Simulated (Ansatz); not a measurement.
## Diamond

The numbers are results of HSE06 (plane waves, PAW; Ansatz, a quantum-chemistry and plane-wave program), not measurements.

Numerical settings: plane-wave cutoff 460 eV, 12×12×12 k mesh, Fermi–Dirac smearing 0.01 eV, scalar-relativistic PAW data made under PBE.

Cell: relaxed at this level.

| Property | Result |
|---|---|
| volume per atom | 5.57 Å³/atom |
| bulk modulus B0 | 470 GPa |
| lattice constant a | 3.546 Å |
| band gap | 5.33 eV (indirect) |
| smallest direct gap on the k points sampled | 7.03 eV |
| width of the whole s-p valence band | 23.78 eV |
| pressure derivative B′ of the bulk modulus | 3.6 |

Measured, for comparison: equilibrium volume per atom 5.61 Å³/atom (static lattice: zero-point anharmonic expansion removed; as tabulated in Mejia-Rodriguez and Trickey (2018), arXiv:1807.09216); bulk modulus 455 GPa (0 K value with the zero-point phonon effect removed; as tabulated in Mejia-Rodriguez and Trickey (2018), arXiv:1807.09216); lattice constant a 3.553 Å (static lattice: zero-point anharmonic expansion removed, our sources range from 3.543 to 3.555; as tabulated in Mejia-Rodriguez and Trickey (2018), arXiv:1807.09216). Computed (rounded) less measured: equilibrium volume per atom -0.7 %, bulk modulus +3 %, lattice constant a -0.2 % (inside the range of the sources held).

Static lattice: no zero-point or thermal effects.

Computing time: around 6 core-minutes (rough).
